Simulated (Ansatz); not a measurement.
```yaml
crystal:
  periodic: [false, false, false]
  atoms:
    - {symbol: B, position_ang: [-0.312130, -0.547118, -0.345311]}
    - {symbol: O, position_ang: [0.364112, 0.563770, 0.729894]}
    - {symbol: H, position_ang: [0.294910, -1.552710, -0.080380]}
    - {symbol: H, position_ang: [-0.074741, -0.072542, -1.433060]}
    - {symbol: H, position_ang: [-0.074741, -0.072542, -1.433060]}
    - {symbol: H, position_ang: [-0.041890, 1.424190, 0.575337]}
    - {symbol: H, position_ang: [1.302880, 0.650389, 0.529247]}
basis:
  gaussian: {orbitals: cc-pVTZ, fitting: {mean_field: def2-universal-jkfit}}
magnetization: {spin_polarized: true, initial_magnetization: 0}
hamiltonian: {xc: {name: B3LYP5}}
output: {forces: true}
```

```sh
$ ansatz run in.yaml --threads 4 --pin off --events-out ev --progress --plain --max-ram 10444MiB
```

It prints (some lines left out):

```
Error: two nuclei lie on one point
```

In this input one atom was put on top of another. The input was rejected before any iteration.
